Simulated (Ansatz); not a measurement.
Ideal-gas functions of FHSi, SMILES `F[SiH]` at 298.15 K and 1 bar, from an Ansatz frequency run at PBE0-D4/def2-TZVP.

Molar mass 48.09 g/mol, point group Cs (symmetry number 1), electronic degeneracy 1, moments of inertia 2.259, 30.175, 32.434 u Å². Harmonic wavenumbers (cm⁻¹, unscaled): 849, 868, 1970.

Use S(trans) = R[1.5 ln M + 2.5 ln T − 1.1517]; rotational temperatures θ = 24.2544 K / I; S(rot) = R[ln(√π/σ · √(T³/θAθBθC)) + 1.5]; for each mode x = 1.438777 ν̃/T, S = R[x/(eˣ − 1) − ln(1 − e⁻ˣ)] and H = RT x/(eˣ − 1); 1 cm⁻¹ = 0.0119627 kJ/mol; R = 8.31446 J/(mol·K).

Question: By hand: the entropy, in J/(mol·K).

Answer: Translation 157.2. Rotation: θ = 10.7368, 0.8038, 0.7478 K, giving 80.5. Vibration, mode by mode: 0.72, 0.66, 0.01, in all 1.4. Electronic 0.0. Sum 239.1 J/(mol·K).

Question: By hand: H − E and G − E in kJ/mol, counted from the electronic energy.

Answer: Zero-point energy ½ × 3687 × 0.0119627 = 22.1; thermal vibration 0.3; translation, rotation and pV give 4 RT = 9.9. H − E = 32.3 kJ/mol, and G − E = 32.3 − 298.15 × 239.1/1000 = -39.0 kJ/mol.

Vibration gives 1 % of the entropy; all modes have x over 3 and are hardly excited.
